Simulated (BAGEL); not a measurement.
# UHF/pcseg-1 (density fitting with svp-jkfit) run of SiH2SCl (SMILES S[SiH]Cl)

Aim: a geometry optimisation of SiH2SCl. 

The calculation is run with BAGEL 1.2.2.

6 further runs of the same task are left out: 6 set aside as unsound or not needed.

**1. Starting point**

The species is SiH2SCl (5 atoms), meant as a doublet with charge 0. As SMILES, `S[SiH]Cl`. All atoms were displaced at random from a relaxed shape. The run starts from this shape.

Bond lengths: S1–Si2 2.130 Å, Si2–Cl3 2.082 Å, S1–H4 1.534 Å, Si2–H5 1.342 Å. Angles: S1–Si2–Cl3 103.3°, S1–Si2–H5 118.1°, Cl3–Si2–H5 109.2°, Si2–S1–H4 91.4°.

**2. A geometry optimisation at UHF/pcseg-1 (density fitting with svp-jkfit)**

File input.json:

```json
{ "bagel" : [

{
  "title" : "molecule",
  "basis" : "pcseg-1.json",
  "df_basis" : "svp-jkfit",
  "angstrom" : true,
  "geometry" : [
    { "atom" : "S", "xyz" : [   -1.530513,    0.244485,   -0.215247 ] },
    { "atom" : "Si", "xyz" : [    0.583551,   -0.017164,   -0.213381 ] },
    { "atom" : "Cl", "xyz" : [    1.287750,    1.788246,    0.547050 ] },
    { "atom" : "H", "xyz" : [   -1.742888,   -1.166388,   -0.780064 ] },
    { "atom" : "H", "xyz" : [    1.093617,   -1.028354,    0.506342 ] }
  ]
},
{
  "title" : "optimize",
  "opttype" : "energy",
  "maxiter" : 40,
  "method" : [
    {
      "title" : "uhf",
      "charge" : 0,
      "nopen" : 1
    }
  ]
}

]}
```

The basis set pcseg-1 is read from a file made from the Basis Set Exchange's data (not shown).

On the command line:

```
$ BAGEL_NUM_THREADS=1 BAGEL input.json > input.out
```

Output:

```text
* using 1 threads per process

  ===============================================================
  ===============================================================

  *** Geometry ***

  { "atom" : "S", "xyz" : [     -2.892250,      0.462010,     -0.406758 ] },
  { "atom" : "Si", "xyz" : [      1.102752,     -0.032435,     -0.403232 ] },
  { "atom" : "Cl", "xyz" : [      2.433495,      3.379295,      1.033775 ] },
  { "atom" : "H", "xyz" : [     -3.293581,     -2.204154,     -1.474107 ] },
  { "atom" : "H", "xyz" : [      2.066637,     -1.943307,      0.956848 ] },

  Number of auxiliary basis functions:      420

  Since a DF basis is specified, we compute 2- and 3-index integrals:
    o Being stored without compression. Storage requirement is 0.014 GB

  Number of basis functions:       64
  Number of electrons      :       49

    * METHOD: MOLECULE                             0.10

    o Connectivitiy analysis
       bond:       0     1     bond length    4.0255 bohr
       bond:       0     3     bond length    2.8998 bohr
       bond:       1     2     bond length    3.9339 bohr
       bond:       1     4     bond length    2.5358 bohr
      Nonredundant internal coordinate generated (dim = 9)
    * Use approximate Hessian for optimization

  *** Open-shell HF ***

  === Nuclear Repulsion ===
   181.7579314315

      * DIIS with orbital gradients will be used.

  === UHF iteration (pcseg-1.json) ===
      0      -1146.96047055          0.02131821           0.07
      1      -1147.03591155          0.00926187           0.06
      2      -1147.04978269          0.00403568           0.06
      3      -1147.05262893          0.00098227           0.06
      4      -1147.05316044          0.00020418           0.06
      5      -1147.05320321          0.00007985           0.06
      6      -1147.05321478          0.00002389           0.06
      7      -1147.05321657          0.00001003           0.06
      8      -1147.05321713          0.00000293           0.06
      9      -1147.05321718          0.00000150           0.06
     10      -1147.05321719          0.00000077           0.06
     11      -1147.05321720          0.00000028           0.06
     12      -1147.05321720          0.00000011           0.06
     13      -1147.05321720          0.00000005           0.06
     14      -1147.05321720          0.00000002           0.06
     15      -1147.05321720          0.00000001           0.06
     16      -1147.05321720          0.00000001           0.06
    * SCF iteration converged.

    * S^2 (UHF) is 0.7544

    * Permanent dipole moment:
           (   -0.058499,     1.141473,     0.349343) a.u.

  * Gradient computed with                              0.72

  === Convergence status ===

                         Maximum     Tolerance   Converged?
  * Gradient            0.072356      0.000300           No
  * Displacement        0.089784      0.001200           No
  * Energy change   -1147.053217      0.000001           No

  *** Geometry optimization started ***
     iter         energy               grad rms       time

      1      -1147.05321720          0.03805443        1.85
      2      -1147.06943481          0.02357960        1.57
      3      -1147.07672608          0.01286799        1.57
      4      -1147.07831979          0.00309636        1.46
      5      -1147.07844036          0.00107050        1.41
      6      -1147.07845680          0.00045869        1.37
      7      -1147.07846075          0.00009797        1.27
      8      -1147.07846116          0.00002221        1.26

  *** Geometry ***

  { "atom" : "S", "xyz" : [     -2.965559,      0.443758,     -0.418813 ] },
  { "atom" : "Si", "xyz" : [      1.066499,      0.009759,     -0.386717 ] },
  { "atom" : "Cl", "xyz" : [      2.553180,      3.349679,      0.999368 ] },
  { "atom" : "H", "xyz" : [     -3.451028,     -1.882022,     -1.270303 ] },
  { "atom" : "H", "xyz" : [      1.869916,     -2.060657,      1.299636 ] },

    * METHOD: OPTIMIZE                            11.77

  ===============================================================
```

Wall time 12 s (1 thread of Intel Xeon 6975P-C (Granite Rapids), shared host); peak memory 0.13 GiB.

The path in brief:

```tsv
step	energy from the first frame kept (eV)	largest force (eV/Å)
0	0.0000	3.9819
1	-0.4413	2.7402
2	-0.6397	1.7996
3	-0.6831	0.3348
4	-0.6864	0.1590
5	-0.6868	0.0600
6	-0.6869	0.0124
7	-0.6869	0.0029
```

After the run. Bond lengths: S1–Si2 2.146 Å, Si2–Cl3 2.069 Å, S1–H4 1.336 Å, Si2–H5 1.476 Å. Angles: S1–Si2–Cl3 106.8°, S1–Si2–H5 111.8°, Cl3–Si2–H5 108.1°, Si2–S1–H4 95.5°.

**3. Results**

At UHF/pcseg-1 (density fitting with svp-jkfit):

| quantity | value |
| --- | --- |
| total energy at the end | -1147.07846 Eh |

In words: At the final geometry: Bond lengths: S1–Si2 2.146 Å, Si2–Cl3 2.069 Å, S1–H4 1.336 Å, Si2–H5 1.476 Å. Angles: S1–Si2–Cl3 106.8°, S1–Si2–H5 111.8°, Cl3–Si2–H5 108.1°, Si2–S1–H4 95.5°. The optimisation took 8 steps and changed the energy by -0.687 eV.
